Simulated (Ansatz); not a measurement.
Consider the formal exchange of groups at a C–C bond: `O=CCC1CO1` + `C=C` → `C=CCC1CO1` + `C=O`.

Calculated with Ansatz (gas phase, PBE0-D4/def2-TZVP geometries, no zero-point term in ΔE). CCSD(T)/CBS adds triple-zeta CCSD(T) − MP2 to the extrapolated MP2 energy (def2 sets, frozen cores). This one scheme is used for every species. DFT in def2-TZVPP. One conformer a species, not always the lowest.

Task: Is it downhill or uphill in electronic energy at CCSD(T)/CBS, and by how much? (Best estimate.)

Result: Ansatz gave: Uphill: ΔE = +0.23 eV.

Task: What do these levels give: PBE0-D4, ωB97X-V, PBE, r2SCAN, HF/def2-TZVPP, MP2/def2-TZVPP, CCSD(T)/def2-TZVPP, HF/def2-QZVPP, MP2/def2-QZVPP, HF/CBS(def2), MP2/CBS(def2), CCSD/CBS(def2)? (An estimate is asked.)

Result: Computed: PBE0-D4 0.25, ωB97X-V 0.25, PBE 0.28, r2SCAN 0.28, HF/def2-TZVPP 0.30, MP2/def2-TZVPP 0.20, CCSD(T)/def2-TZVPP 0.22, HF/def2-QZVPP 0.30, MP2/def2-QZVPP 0.20, HF/CBS(def2) 0.30, MP2/CBS(def2) 0.20, CCSD/CBS(def2) 0.23 eV.

Largest T1 diagnostic among the species: 0.015.

In def2-TZVPP, CCSD(T) changes the Hartree–Fock value by −0.08 eV (the triples alone add −0.01 eV) and MP2 by −0.10 eV. The D4 term adds −0.04 eV with B3LYP and −0.02 eV with PBE0; it sums over pairs of atoms, weighted by their polarisabilities, and B3LYP, whose exchange is more repulsive, gets the larger term.

B3LYP here is the variant with VWN-RPA as its local correlation; programs differ in this.
